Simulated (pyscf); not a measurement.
Structures and frequencies: ωB97X-D3(BJ)/def2-SVP in PySCF.

Question: H₂N–SiH₂–F + ammonia (NH₃) -> H₂N–SiH(NH₂)–F + hydrogen (H₂)
Surface: singlet. Broken: H–Si, H–N. Formed: N–Si, H–H. Give ΔE‡ and ΔE from ωB97M-D3(BJ)/def2-TZVP, relative to the separated reactants.

Answer: ΔE‡ = 1.47 eV, ΔE = -0.55 eV. Zero-point energy shifts the barrier by -0.01 eV. It is a four-centre exchange, with an imaginary mode of 1436i cm⁻¹. At the saddle there is also a short H–Si contact that neither side keeps. One saddle was located; it need not be the lowest between these sides.
